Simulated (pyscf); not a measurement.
Structures and frequencies: ωB97X-D3(BJ)/def2-SVP in PySCF.

Task: For the elementary gas-phase step AuH + F–SiH₃ → F–Au + SiH₄ (singlet surface; Au–H, F–Si broken, Au–F, H–Si formed), what barrier and reaction energy does ωB97M-D3(BJ)/def2-TZVP give, measured from the separated reactants?

Result: ΔE‡ = 2.42 eV, ΔE = +2.45 eV. Zero-point energy shifts the barrier by +0.03 eV. It is a four-centre exchange, with an imaginary mode of 235i cm⁻¹. On the reactant side the descent ends in a bound adduct (not fully relaxed), 0.48 eV under the separated species and 2.75 eV under the saddle at ωB97X-D3(BJ)/def2-TZVP. On the product side the descent ends in a complex, 0.18 eV under the separated species and 0.07 eV under the saddle at ωB97X-D3(BJ)/def2-TZVP. At ωB97M-D3(BJ) the saddle lies under the separated products, which points to a path from their complex (located at ωB97X-D3(BJ) alone), and parting the products costs more than the saddle. The products may also form a dative adduct at F–Au; it and routes through it were not searched. At ωB97X-D3(BJ)/def2-TZVP the barrier from the zero used here is 2.27 eV. One saddle was located; it need not be the lowest between these sides. Elements past Kr carry the def2 core potentials, without spin-orbit coupling.
